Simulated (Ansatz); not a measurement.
Basis-set extrapolation for `[NH2][AlH2]` (PBE0-D4/def2-TZVP geometry, frozen core, the Gaussian-basis code of Ansatz). Multiplicity 1, RHF reference.

|  | cc-pV(T+d)Z | cc-pV(Q+d)Z |
| --- | --- | --- |
| HF | -298.756248 | -298.763940 |
| MP2 correlation | -0.306754 | -0.328112 |
| CCSD(T) correlation | -0.341519 | -0.360223 |

Energies in hartree. Use E(X) = E(∞) + A·exp(−5.46·√X) for Hartree–Fock and E(X) = E(∞) + B·X^(−3.05) for correlation, with X = 3 and 4.

What is the CCSD(T) energy at the basis-set limit?

HF limit: -298.763940 + (-0.007692) × 0.30130 = -298.76626. Correlation limit: -0.360223 + (-0.018704) × 0.71189 = -0.37354. Total: -299.13980 hartree, 110.4 kJ/mol below CCSD(T)/cc-pV(T+d)Z.
